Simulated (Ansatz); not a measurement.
Cost and result for the atomization energy of `C/C(F)=C\CF` (12 atoms, 11 bonds).

```xyz
12

C     1.1107   -0.8519   -0.8282
C    -0.2646   -0.8903   -0.2835
F    -0.8713   -2.0543   -0.5801
C    -0.9466    0.0055    0.4170
C    -0.4240    1.3266    0.8337
F    -1.0501    2.3479    0.1243
H     1.7110   -1.6539   -0.3906
H     1.5987    0.1009   -0.6362
H     1.0784   -1.0181   -1.9080
H    -1.9654   -0.2435    0.6943
H     0.6504    1.4205    0.6644
H    -0.6272    1.5107    1.8929
```

The species carries charge 0 and has multiplicity 1. All single points use the PBE0-D4/def2-TZVP geometry. It is one conformer, not always the lowest. Program: Ansatz. All runs use 4 threads of an Arm Neoverse V1 on a shared host. Times are those of one run each, without the atoms' runs, and a repeat can differ threefold. Electronic energies, without spin–orbit coupling; frozen cores. CCSD(T)/CBS adds CCSD(T) − MP2 in def2-TZVPP to the MP2 limit, and its time is that of the two runs behind it. T1 = 0.011. B3LYP takes the VWN-RPA correlation (the form of Gaussian; ORCA's B3LYP/G).

CCSD(T)/CBS is a level of theory with its own doubt, some kJ/mol a heavy atom from the limit and from the frozen cores, so smaller differences don't rank the functionals.

```tsv
level	functions	wall time	atomization (kJ/mol)	difference from CCSD(T)/CBS	per bond
PBE-D4/def2-TZVPP (with forces)	270	3 s	5075.6	164.4	14.9
PBE0-D4/def2-TZVPP	270	3.2 s	4961.8	50.6	4.6
r2SCAN-D4/def2-TZVPP (with forces)	270	5.5 s	4941.4	30.2	2.8
B3LYP-D4/def2-TZVPP (with forces)	270	5.5 s	4919.9	8.7	0.8
B2PLYP/def2-TZVPP	270	6.5 s	4875.4	-35.8	-3.3
ωB97X-V/def2-TZVPP	270	8.5 s	4923.5	12.3	1.1
ωB97M-V/def2-TZVPP (with forces)	270	13 s	4932.4	21.2	1.9
MP2/def2-QZVPP	522	30 s	4971.1	59.9	5.4
CCSD(T)/def2-TZVPP	270	5.5 min	4794.7	-116.5	-10.6
CCSD(T)/CBS(def2)	–	6 min	4911.2	0.0	0.0
```

The D4 term adds +31.6 kJ/mol with B3LYP and +16.6 kJ/mol with PBE0; it sums over pairs of atoms, weighted by their polarisabilities, and B3LYP, whose exchange is more repulsive, gets the larger term. From PBE to PBE0 (25 % exact exchange), in def2-TZVPP and without D4, the atomization energy moves by −110.5 kJ/mol: exact exchange takes away binding that semilocal exchange gives to molecules. In def2-TZVPP, CCSD(T) changes the Hartree–Fock value by +1196.1 kJ/mol (the triples alone add +77.8 kJ/mol) and MP2 by +1303.8 kJ/mol; breaking electron pairs costs correlation energy, which Hartree–Fock lacks.
